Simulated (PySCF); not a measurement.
Where CCSD(T) holds and where it slips

Each species is computed at the geometry given (Å), with frozen cores, in PySCF 2.14.0: RHF-CCSD(T) for singlets, UHF-CCSD(T) otherwise, and full CI in the same basis. The script picks the determinant by trial CCSD, so it needn't be the lowest Hartree–Fock solution. States: Si2 Πu, CN Σ⁺ or Δ, NaCl Σ⁺ or Δ, NH Σ⁻ or Δ. Cases whose determinant has another symmetry than full CI's state, or whose (Q) step broke down, weren't drawn.

Q: Judging by size, spin and bonding, rank them by the size of CCSD(T)'s error in total energy against full CI in the same basis, smallest first (an estimate).
A. NH, triplet, 6-31G*: N 0.000 0.000 0.000; H 0.000 0.000 1.039
B. CN, doublet, 6-31G: C 0.000 0.000 0.000; N 0.000 0.000 1.135
C. Si₂, triplet, 6-31G: Si 0.000 0.000 0.000; Si 0.000 0.000 2.260
D. NaCl, singlet, 6-31G: Na 0.000 0.000 0.000; Cl 0.000 0.000 2.391

A: D (3.5 meV), A (8.1 meV), C (69.5 meV), B (87.5 meV).

```tsv
species	basis	correlated electrons	CCSD(T) − full CI (meV)	CCSDT(Q) − full CI (meV)	unpaired electrons (full CI)	T1	⟨S²⟩ of the determinant
NaCl, singlet	6-31G	8	3.5	-0.3	0.01	0.015	0.00
NH, triplet	6-31G*	6	8.1	–	2.01	0.008	2.01
Si2, triplet	6-31G	8	69.5	–	2.21	0.023	2.02
CN, doublet	6-31G	9	87.5	–	1.13	0.085	1.12
```

Unpaired electrons are Σ n²(2−n)² over natural occupations; an open shell counts its own unpaired electrons too. Frozen cores follow each run's orbitals, which moves totals by a few meV. A dash: (Q) wasn't run for open shells.
